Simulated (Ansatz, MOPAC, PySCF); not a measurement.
Species: C₃H₇O (charge 0, doublet). SMILES: OC(C)[CH2]
Structure (B3LYP-D3(BJ)/def2-TZVP (Ansatz, a program for electronic structure) minimum search):
```xyz
11

O     -0.0336     1.3524    -0.1913
C     -0.0230     0.0261     0.3439
H      0.7975     1.7801     0.0409
H      0.1030     0.0869     1.4415
C     -1.3380    -0.5860     0.0500
C      1.1470    -0.7908    -0.2108
H      1.0799    -0.8495    -1.2976
H     -2.1725     0.0406    -0.2265
H      2.0998    -0.3278     0.0582
H     -1.4939    -1.6419     0.2178
H      1.1393    -1.8033     0.1974
```
Charge 0, spin multiplicity 2.

Property: size of the dipole moment, in D. Set-up: no dispersion term unless named; non-relativistic; 6-31G* and kin with 6d, 5d where marked; 6-311+G** with 5d; open shells spin-unrestricted; spin-orbit terms left out. First-principles rows: single points at B3LYP-D3(BJ) geometries (Ansatz). Semi-empirical rows: dipoles at the shared geometry.

| level | program | size of the dipole moment (D) |
|---|---|---|
| PM6 | MOPAC | 2.22 |
| MNDO | MOPAC | 1.59 |
| SVWN5/6-31G* | Ansatz | 1.70 |
| PBE/3-21G | Ansatz | 1.70 |
| PBE/def2-SVP | Ansatz | 1.62 |
| B3LYP/6-31G* | Ansatz | 1.66 |
| PBE0/6-311+G** | Ansatz | 1.90 |
| M06-2X/6-31G* (5d) | PySCF | 1.68 |
| M06-2X/6-311+G** | PySCF | 1.93 |

No value to compare with is used here. The 9 habitual levels span 1.59 (MNDO) to 2.22 D (PM6).

The levels are drawn from those run, B3LYP/6-31G* more often than the rest, none by its result; runs whose electronic state is in doubt are left out.
